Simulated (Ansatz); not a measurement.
Reaction (atomization): `CN(C)P` → 2 C• + 8 H• + N• + P•

Calculated with Ansatz (gas phase, PBE0-D4/def2-TZVP geometries, no zero-point term in ΔE). CCSD(T)/CBS is the MP2 limit (def2-TZVPP, def2-QZVPP) plus CCSD(T) − MP2 in def2-TZVPP, frozen cores. This one scheme is used for every species, atoms too. Functionals use def2-TZVPP. B3LYP here is the variant with VWN-RPA as its local correlation; programs differ in this. HSE06 is defined as in plane-wave codes. Open shells (•) are unrestricted, without spin–orbit coupling. Spin–orbit coupling would lower the free atoms: a little for C. One conformer a species, not always the lowest.

```
             level  ΔE (kJ/mol)  difference from CCSD(T)/CBS
       LDA (SPW92)       4764.3                        605.5
            PBE-D4       4240.1                         81.3
         revPBE-D4       4154.3                         -4.5
           BLYP-D4       4181.9                         23.1
         r2SCAN-D4       4152.1                         -6.7
            B97M-V       4177.7                         18.9
           PBE0-D4       4174.7                         15.9
          B3LYP-D4       4193.0                         34.2
        r2SCANh-D4       4132.6                        -26.2
        r2SCAN0-D4       4105.1                        -53.7
          HSE06-D4       4177.4                         18.6
          BHLYP-D4       4080.6                        -78.2
      CAM-B3LYP-D4       4203.4                         44.6
           ωB97X-V       4196.7                         37.9
           ωB97M-V       4193.5                         34.7
            B2PLYP       4124.4                        -34.4
          PBE-QIDH       4123.4                        -35.4
               PBE       4216.9                         58.1
            revPBE       4075.2                        -83.6
              BLYP       4129.6                        -29.2
            r2SCAN       4146.4                        -12.4
              PBE0       4155.2                         -3.6
             B3LYP       4155.7                         -3.1
           r2SCANh       4126.6                        -32.2
           r2SCAN0       4098.5                        -60.3
             HSE06       4159.5                          0.7
             BHLYP       4054.4                       -104.4
         CAM-B3LYP       4184.0                         25.2
       HF/def2-SVP       2980.1                      -1178.7
      MP2/def2-SVP       3901.1                       -257.7
     CCSD/def2-SVP       3872.0                       -286.8
  CCSD(T)/def2-SVP       3910.7                       -248.1
     HF/def2-TZVPP       2965.8                      -1193.0
SCS-MP2/def2-TZVPP       4086.5                        -72.3
CCSD(T)/def2-TZVPP       4045.7                       -113.1
     HF/def2-QZVPP       2972.1                      -1186.7
    MP2/def2-QZVPP       4123.4                        -35.4
SCS-MP2/def2-QZVPP       4163.3                          4.5
     MP2/CBS(def2)       4169.4                         10.6
    CCSD/CBS(def2)       4104.3                        -54.5
       CCSD(T)/CBS       4158.8                            0
```

Largest T1 diagnostic among the species: 0.011.

From r2SCAN to r2SCAN0 (25 % exact exchange), in def2-TZVPP and without D4, ΔE moves by −47.9 kJ/mol: exact exchange takes away binding that semilocal exchange gives to molecules. The D4 term adds +37.3 kJ/mol with B3LYP and +19.4 kJ/mol with PBE0; it sums over pairs of atoms, weighted by their polarisabilities, and B3LYP, whose exchange is more repulsive, gets the larger term. In def2-TZVPP, CCSD(T) changes the Hartree–Fock value by +1079.8 kJ/mol (the triples alone add +54.4 kJ/mol) and MP2 by +1090.5 kJ/mol; breaking electron pairs costs correlation energy, which Hartree–Fock lacks.

For atomizations the MP2-based limit and the directly extrapolated one differ by several kJ/mol either way, and by 10 to 25 for some Ge, Se and Sn compounds, so smaller differences from it don't rank the levels.
